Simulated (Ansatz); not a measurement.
## Ruthenium, hcp: convergence with the plane-wave cutoff

Computed with Ansatz, r²SCAN, scalar-relativistic PAW, on the relaxed cell (a = 2.706 Å, c = 4.258 Å (c/a = 1.574); spin not included). Errors count from a run at 500 eV on a Γ-centred 22×22×12 mesh with Fermi-Dirac smearing of 0.1 eV, extrapolated to zero width. Fixed here: mesh 13×13×8, Fermi-Dirac width 0.1 eV. The pressure holds a Pulay correction and is unreliable far below the recommended cutoff. The SCF starts from atomic densities corrected by a trained network.

```
cutoff (eV)  E(σ→0) error (meV/atom)  P (GPa)  SCF iterations
        150                  43457.8  -198.85               7
        200                   9706.1   -13.98               7
        250                   1428.7     9.40               6
        300                    157.9    -1.21               6
        350                     18.0    -0.25               6
        420                      4.9    -0.01               6
        500                      2.0     0.00               6
        600                      0.5     0.03               6
        800                     -0.8     0.01               6
```

Within 5 meV/atom of the last row: from 500 eV on.
